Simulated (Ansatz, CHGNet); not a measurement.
Voigt–Reuss–Hill bulk modulus (GPa) of solids drawn from the class of oxides, at two levels: the machine-learned potential CHGNet-r²SCAN (trained on r²SCAN data), and r²SCAN (Ansatz, a program for electronic structure, plane waves, PAW).

```tsv
solid	CHGNet-r²SCAN	r²SCAN	shift (%)
A-type hexagonal La2O3	119	122	+2.5
anatase TiO2 (metastable phase)	180	199	+10.6
rutile TiO2	207	235	+13.5
corundum Ga2O3 (metastable phase)	196	235	+19.9
corundum (α-Al2O3)	235	256	+8.9
rutile SnO2	167	207	+24
```

The shifts run from +2.5 % to +24 %, with a median of +12.0 %.

Of 6 rows, r²SCAN is the larger in 6 and the smaller in 0.

Ansatz's runs of these crystals have no spin polarisation.

Spin–orbit coupling is left out, also for the solids with elements from indium on (A-type hexagonal La2O3, rutile SnO2); its size isn't shown.

Each level is taken at its own relaxed cell. Ansatz's density-functional and Hartree–Fock values are scalar-relativistic unless marked +SOC, with PAW data made under PBE.
